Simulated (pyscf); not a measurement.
This saddle point was located with ωB97X-D3(BJ)/def2-SVP in PySCF.

```xyz
6

O      0.0927     0.4227     1.7129
Nb    -0.8750    -0.2055     0.4718
O     -1.3160    -1.7812     0.9110
Cl    -2.6117     1.3182    -0.7104
F     -0.3356     0.1508    -1.4637
H     -1.4884     0.8862    -1.4836
```

Surface: singlet, charge 0. Lowest wavenumbers (cm⁻¹): 385i, 97, 131, 164, 251.

Task: What reaction is this the transition state of?

Result: O=Nb(=O)–Cl + HF ⇌ O=Nb(=O)–F + HCl, a four-centre exchange read from left to right: Cl–Nb, F–H broken and F–Nb, Cl–H formed. At ωB97M-D3(BJ)/def2-TZVP it lies -64.3 kJ/mol from the left side and -65.6 kJ/mol from the right (each side as separated species at their lowest minima found). On the reactant side the descent ends in an adduct with a F–Nb contact, 96.6 kJ/mol under the separated species and 28.0 kJ/mol under the saddle at ωB97X-D3(BJ)/def2-TZVP. On the product side the descent ends in an adduct with a Cl–Nb contact, 97.6 kJ/mol under the separated species and 14.7 kJ/mol under the saddle at ωB97X-D3(BJ)/def2-TZVP. At ωB97M-D3(BJ) the saddle lies under the separated reactants, which points to a path from their complex (located at ωB97X-D3(BJ) alone). At ωB97M-D3(BJ) the saddle lies under the separated products, which points to a path from their complex (located at ωB97X-D3(BJ) alone), and parting the products costs more than the saddle. What is counted as formed (F–Nb) is already present as a longer contact in the reactant adduct; forming that adduct is a step of its own. What is counted as broken (Cl–Nb) persists as a longer contact in the product adduct; parting that adduct is a step of its own. This is the saddle that the search found; another between the same sides may lie lower. Elements past Kr carry the def2 core potentials, without spin-orbit coupling.
